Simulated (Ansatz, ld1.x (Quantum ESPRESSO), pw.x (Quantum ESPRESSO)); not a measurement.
B (Z = 5) (sc): variants of one TM potential in the solid

boron, norm-conserving Troullier–Martins (Kleinman–Bylander form), made with ld1.x (Quantum ESPRESSO) 7.5 (PBEsol, scalar-relativistic). Core [He], reference 2s2 2p1. Waves: 2p (bound): rc 3.05 bohr; 3d channel at 0.4 Ry: rc 2.80 bohr; 2s (bound): rc 1.55 bohr. Local part: the s channel. Core correction: Bessel-smoothed model core, default radius (core density twice the valence density).

Crystal test: sc B in pw.x 7.5, no spin, 17³ k-points, Fermi–Dirac smearing 0.01 Ry, cutoffs set for each file from its atomic test. The reference is all-electron LAPW (Ansatz 0.2.0) with the same functional, mesh and smearing; V0 and B0 come from Birch–Murnaghan fits to the pressures at five volumes. Errors are pseudo minus all-electron; Δ is the rms difference of the E(V) curves that follow from these fits, minima aligned, over ±6 % about the mean V0. Mesh and smearing are coarse, so the numbers serve the comparison and aren't converged zero-temperature values; the lattice is a test structure that the element need not adopt.

All-electron: a0 = 1.878 Å (V0 = 6.62 Å³/atom), B0 = 241.4 GPa.

Base: The largest radius (3.05 bohr) exceeds half the bond length (1.78 bohr), so the spheres overlap, which is one possible source of error among others. This is a poor potential for the solid. The free energy does not fall steadily as the cutoff rises, most likely since the density grid, which shrinks with it, is too coarse for the model core; the lower cutoffs are not converged.

A dash in a converged row means that the minimum lies outside the volumes sampled.

| change | cutoffs (Ry) | pw.x | a0 (Å) | a0 error (%) | B0 error (%) | Δ (meV/atom) | mean pressure error (GPa) |
| --- | --- | --- | --- | --- | --- | --- | --- |
| base | 60/240 | converged | – | – | – | – | -24.36 |
| type RRKJ; local potential the p channel | 50/200 | converged | – | – | – | – | +22.26 |
| wave 3d channel at 0.4 Ry: rc 2.80 bohr becomes 3d channel at 0.11 Ry: rc 2.80 bohr | 60/240 | converged | – | – | – | – | -24.55 |
| core correction Bessel-smoothed model core inside 1.42 bohr | 60/240 | converged | – | – | – | – | -24.01 |
| reference 2s2 2p0.5 | 60/240 | converged | – | – | – | – | -27.33 |
| wave 2p (bound): rc 3.05 bohr becomes 2p (bound): rc 2.24 bohr | 60/240 | converged | 1.865 | -0.68 | -1.2 | 7.1 | -4.70 |
